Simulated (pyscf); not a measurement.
Single points on ωB97X-D3(BJ)/def2-SVP structures (PySCF, gas phase).

Q: Estimate the classical barrier height and the reaction energy of `[OH][Si]([OH])([F])[F]` + `[H]` [doublet] -> `[OH][Si]([OH])[F]` [doublet] + `[FH]` at ωB97M-D3(BJ)/def2-TZVP. The step runs on the doublet surface, breaks F–Si and forms F–H; take the separated reactants as zero.

A: ΔE‡ = 220.2 kJ/mol, ΔE = +118.9 kJ/mol. Zero-point energy shifts the barrier by +1.4 kJ/mol. It is an atom transfer, with an imaginary mode of 1893i cm⁻¹. On the product side the descent ends in a complex, 23.4 kJ/mol under the separated species and 142.2 kJ/mol under the saddle at ωB97X-D3(BJ)/def2-TZVP. At ωB97X-D3(BJ) the barrier from the zero used here is 235.7 kJ/mol. This is the saddle that the search found; another between the same sides may lie lower. The angle at the transferred F is 147°.
